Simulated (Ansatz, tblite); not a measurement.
**MoO3: rung by rung**

Aim: run the singlet of MoO3 at one geometry on many levels, and compare frontier levels, spin and run time.

The runs use Ansatz 0.2.0, Gaussian basis; as each input shows.

The runs, in order: GFN1-xTB, GFN2-xTB, PBE-D4/def2-TZVP, r2SCAN-D4/def2-TZVP, HF/def2-TZVP, ωB97X-V/def2-TZVP, B3LYP-D4/def2-TZVP, B97M-V/def2-TZVP, B2PLYP/def2-TZVP, ωB97M-V/def2-TZVP, BLYP-D4/def2-TZVP, PBE+5HF/def2-TZVP, PBE+10HF/def2-TZVP, PBE+15HF/def2-TZVP, PBE+35HF/def2-TZVP, PBE+50HF/def2-TZVP, PBE-D4/def2-SVP, PBE0-D4/def2-SVP, PBE0-D4/def2-TZVPD, PBE-D4/def2-TZVPD, r2SCAN-D4/def2-TZVPD, CCSD(T)/def2-TZVPP, MP2/def2-TZVP, RPA/def2-TZVP.

1 further run of the same task is left out (set aside as unsound or not needed). Runs told in other sessions of the task aren't counted.

**1. The relaxed structure**

The geometry is that of the singlet, from an earlier relaxation (r2SCAN-D4/def2-TZVP).

4 atoms, charge 0, spin multiplicity 1.

Bond lengths: Mo1–O2 1.705 Å, Mo1–O3 1.705 Å, Mo1–O4 1.705 Å. Angles: O2–Mo1–O3 109.6°, O2–Mo1–O4 109.6°, O3–Mo1–O4 109.6°.

Formally the metal is d0. Mo takes a core potential in the def2 sets. No spin-orbit coupling is included.

PBE0-D4/def2-TZVP was run before; its log isn't repeated, and its numbers join the tables.

**2. GFN1-xTB**

Tight binding, by tblite at 300 K electronic temperature and without a spin-polarisation term:

```python
tblite.interface.Calculator('GFN1-xTB', numbers, positions, charge=0, uhf=0).singlepoint()
```

Energy -441.2191 eV, HOMO -13.45 eV, LUMO -10.63 eV; 0.002 s.

**3. GFN2-xTB**

Tight binding, by tblite at 300 K electronic temperature and without a spin-polarisation term:

```python
tblite.interface.Calculator('GFN2-xTB', numbers, positions, charge=0, uhf=0).singlepoint()
```

Energy -386.3485 eV, HOMO -13.24 eV, LUMO -12.82 eV; 0.002 s.

**4. PBE-D4/def2-TZVP**

start.molden holds the orbitals of an earlier run on this state, given as this run's starting guess.

Input file in.yaml:

```yaml
crystal:
  periodic: [false, false, false]
  atoms:
    - {symbol: Mo, position_ang: [-0.003911, 0.002633, 0.424154]}
    - {symbol: O, position_ang: [1.609150, -0.027603, -0.126332]}
    - {symbol: O, position_ang: [-0.779396, 1.404918, -0.157340]}
    - {symbol: O, position_ang: [-0.825833, -1.379948, -0.140482]}
basis:
  gaussian: {orbitals: def2-TZVP, initial_orbitals: start.molden}
hamiltonian: {xc: pbe, dispersion: d4}
scf: {omitted_lower_state_checks: [starts]}
output: {forces: true, orbitals: {seedname: orbitals}}
```

Started as:

```console
ansatz run in.yaml --threads 4 --pin off --events-out ev --progress --plain --max-ram 3916MiB
```

Further steps of the session: r2SCAN-D4/def2-TZVP; HF/def2-TZVP; ωB97X-V/def2-TZVP; B3LYP-D4/def2-TZVP; B97M-V/def2-TZVP; B2PLYP/def2-TZVP; ωB97M-V/def2-TZVP; BLYP-D4/def2-TZVP; PBE+5HF/def2-TZVP; PBE+10HF/def2-TZVP; PBE+15HF/def2-TZVP; PBE+35HF/def2-TZVP; PBE+50HF/def2-TZVP; PBE-D4/def2-SVP; PBE0-D4/def2-SVP; PBE0-D4/def2-TZVPD; PBE-D4/def2-TZVPD; r2SCAN-D4/def2-TZVPD; CCSD(T)/def2-TZVPP; MP2/def2-TZVP; RPA/def2-TZVP.

Q: Predict the results of all the runs planned. Wanted: gap in def2-TZVP, named functionals and Hartree-Fock, smallest and largest; gap over the share of exact exchange; correlation energy, CCSD(T)/def2-TZVPP; correlation energy, MP2/def2-TZVP; binding an atom, functionals in def2-TZVP; PBE0 total energy, smallest basis above largest.

The runs gave:

```
                                                                  quantity                               value
gap in def2-TZVP, named functionals and Hartree-Fock, smallest and largest    1.82 eV (BLYP-D4), 10.94 eV (HF)
                                      gap over the share of exact exchange        1.97 eV at 0, 6.67 eV at 0.5
                                    correlation energy, CCSD(T)/def2-TZVPP                           -36.13 eV
                                         correlation energy, MP2/def2-TZVP                           -35.07 eV
                                 binding an atom, functionals in def2-TZVP  4.28 (PBE0-D4) to 5.02 eV (PBE-D4)
                           PBE0 total energy, smallest basis above largest      8.19 eV (def2-SVP, def2-TZVPD)
```

What this shows: Over the named functionals and Hartree-Fock in def2-TZVP the gap runs from 1.82 eV (BLYP-D4) to 10.94 eV (HF); exact exchange widens it. Raising the share of exact exchange from 0 to 0.5 moves the HOMO by -3.33 eV and the LUMO by +1.37 eV. Notes on CCSD(T)/def2-TZVPP and its Hartree-Fock reference, which MP2 shares: restricted state is unstable towards broken spin symmetry.
